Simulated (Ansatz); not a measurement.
# Bulk modulus of some cubic tetrahedrally bonded semiconductors and semimetals

Method: BLYP (plane waves, PAW; Ansatz, a quantum-chemistry and plane-wave program). References are measured values corrected to a static lattice. The table is a random draw of 8 from 10 solids with such references.

Values in GPa.

| solid | reference | BLYP | error (%) |
|---|---|---|---|
| zinc-blende BP | 176 (168–176) | 148 | -15.9 |
| zinc-blende AlAs | 75 | 59.5 | -21 |
| diamond | 455 | 407 | -10.5 |
| zinc-blende InAs | 58.6 | 39.5 | -33 |
| diamond-structure Ge | 77.3 | 45.7 | -41 |
| cubic BN | 410 (388–410) | 355 | -13.4 |
| zinc-blende InSb | 46.1 | 29.3 | -36 |
| zinc-blende GaAs | 76.7 | ? | ? |

Q: Estimate the withheld BLYP value.

A: The errors of the other rows run from -41 % to -10.5 %, with a median of -21 %; carried to the reference 76.7 it gives 60.6 GPa. The run gives 49.6 GPa (-35 %), -18.2 % from the estimate; the row was drawn at random, and such an estimate is rough. Over these 8 solids the mean error is -26 %, the mean absolute error 26 % (median 27 %), and the worst case diamond-structure Ge at -41 %; the value is below the reference in 8 of 8 cases. Over all 10, from unrounded values, the mean error is -27 % and the mean absolute error 27 % (median 30 %). Caveats on values not shown: the cell is over a tenth larger than the published one: the level's own overestimate first of all, though another phase or state, or a fault of the published cell, is possible (1); the gap of the solid is closed in this run (1).

All these references are brought to a static lattice.

Spin–orbit coupling is left out, also for the solids with elements from indium on (zinc-blende InAs, zinc-blende InSb); its size isn't shown.

Brackets give the range of the sources taken for a reference, where it is wide; it can hold other temperatures.

Differences are worked out from the printed values.

Each level is taken at its own relaxed cell. Caveats: the cell is over a tenth larger than the published one: the level's own overestimate first of all, though another phase or state, or a fault of the published cell, is possible (zinc-blende InAs, diamond-structure Ge, zinc-blende InSb, zinc-blende GaAs); the gap of the solid is closed in this run (zinc-blende InAs, diamond-structure Ge, zinc-blende InSb, zinc-blende GaAs). Ansatz's density-functional and Hartree–Fock values are scalar-relativistic unless marked +SOC, with PAW data made under PBE.

Not in this set, of the tetrahedrally bonded semiconductors and semimetals with a reference value in our tables and a result at some level: 16 for a reference at room or unstated temperature; 2 for a high-temperature or high-pressure phase; 2 for no value at BLYP (not run, a failed fit, an unstable or unbound cell, or a value held back for tests); 1 for sources at odds; 1 for a value of another source that differs by over 15 % in a way that heat doesn't explain. These can be a level's best or worst cases. At least 5 more with a reference value are held back for tests. Solids without a released value at any level aren't counted. Layered and molecular crystals are counted apart. The metals Ce to Yb are counted apart.

References as tabulated in Mejia-Rodriguez and Trickey (2018), arXiv:1807.09216; Goldzak et al. (2022), arXiv:2208.04865; Tanner et al. (2021), arXiv:2110.11888.
